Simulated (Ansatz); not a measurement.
System: N2O, charge 0, triplet. This triplet is an excited state, 3.3 eV above the singlet at CCSD(T)/cc-pV5Z (Ansatz, a program for electronic structure). N2O (parent SMILES N#[N+][O-], triplet).
B3LYP-D3(BJ)/def2-TZVP minimum from Ansatz:
```
N
N 1 1.2038
O 1 1.2714 2 122.37
```
Charge 0, spin multiplicity 3.

Total energies in cc-pVDZ, 16 correlated electrons, 3 frozen orbitals. UHF or UKS for unpaired electrons; spin-orbit terms are left out. Correlated methods leave the cores frozen. No relativity. The UHF reference of N2O (parent SMILES N#[N+][O-], triplet) is spin-contaminated (<S^2> up to 0.20 over the pure value in the sets run). The spin of N2O (parent SMILES N#[N+][O-], triplet) was assumed, and the state is the lowest solution found for it.

```
method    program  energy (Eh)  minus CCSDT(Q) (mEh)
--------  -------  -----------  --------------------
HF         Ansatz   -183.64007                482.70
MP2        Ansatz   -184.05853                 64.24
CCSD       Ansatz   -184.10088                 21.89
CCSD(T)    Ansatz   -184.11842                  4.35
CCSDT(Q)   Ansatz   -184.12277                  0.00
```

Rough core times of Ansatz's runs on a shared machine: CCSD(T) 30 s, CCSDT(Q) 3 min.
